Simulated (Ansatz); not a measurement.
# C3H8OS: the cost of one run

Method: RKS PBE0/def2-SVP, in Ansatz 0.2.0.

## Step 1: The structure to begin with

Bond lengths: O1–C2 1.373 Å, C2–C3 1.510 Å, C3–C4 1.549 Å, C4–S5 1.769 Å, O1–H6 1.031 Å, C2–H7 1.104 Å, C2–H8 1.056 Å, C3–H9 1.054 Å, C3–H10 1.141 Å, C4–H11 1.097 Å, C4–H12 1.128 Å, S5–H13 1.326 Å. Angles (14 of 20 angles, heavy atoms first): O1–C2–C3 109.2°, C2–C3–C4 113.4°, C3–C4–S5 113.7°, O1–C2–H7 106.4°, O1–C2–H8 110.9°, C3–C2–H7 110.5°, C3–C2–H8 109.1°, C2–O1–H6 109.0°, C2–C3–H9 110.5°, C2–C3–H10 107.6°, C4–C3–H9 113.7°, C4–C3–H10 106.2°, C3–C4–H11 110.0°, C3–C4–H12 105.0°.

As a file:

```xyz
13

O    -1.4295    1.4333    1.3170
C    -1.0730    0.1954    0.8421
C     0.0716    0.3467   -0.1307
C     0.6678   -1.0058   -0.5949
S     1.9712   -0.8387   -1.7796
H    -1.7619    2.0120    0.5308
H    -0.7596   -0.3965    1.7196
H    -1.8849   -0.2687    0.3520
H    -0.2017    0.9834   -0.9248
H     0.9122    0.8973    0.4091
H     0.9266   -1.6206    0.2755
H    -0.1929   -1.5536   -1.0761
H     2.7745   -0.2190   -0.9251
```

## Step 2: Relaxing end A

Contents of input.yaml:

```yaml
crystal:
  periodic: [false, false, false]
  atoms:
    - { symbol: O, position_ang: [-1.4295, 1.4333, 1.317] }
    - { symbol: C, position_ang: [-1.073, 0.1954, 0.8421] }
    - { symbol: C, position_ang: [0.0716, 0.3467, -0.1307] }
    - { symbol: C, position_ang: [0.6678, -1.0058, -0.5949] }
    - { symbol: S, position_ang: [1.9712, -0.8387, -1.7796] }
    - { symbol: H, position_ang: [-1.7619, 2.012, 0.5308] }
    - { symbol: H, position_ang: [-0.7596, -0.3965, 1.7196] }
    - { symbol: H, position_ang: [-1.8849, -0.2687, 0.352] }
    - { symbol: H, position_ang: [-0.2017, 0.9834, -0.9248] }
    - { symbol: H, position_ang: [0.9122, 0.8973, 0.4091] }
    - { symbol: H, position_ang: [0.9266, -1.6206, 0.2755] }
    - { symbol: H, position_ang: [-0.1929, -1.5536, -1.0761] }
    - { symbol: H, position_ang: [2.7745, -0.219, -0.9251] }
basis:
  gaussian: { orbitals: def2-SVP }
hamiltonian:
  xc: pbe0
relax:
  f_tol: 0.015
  max_steps: 40
```

Run with:

```sh
> ansatz run input.yaml --threads 2 --pin off --max-ram 3072MiB --backend cpu --events-out ev --progress --plain --runs-dir out
```

Q: Estimate wall time and peak memory on 2 threads of Intel Xeon Platinum 8488C (Sapphire Rapids), shared host.

About 14 s, with a peak of 0.28 GiB.
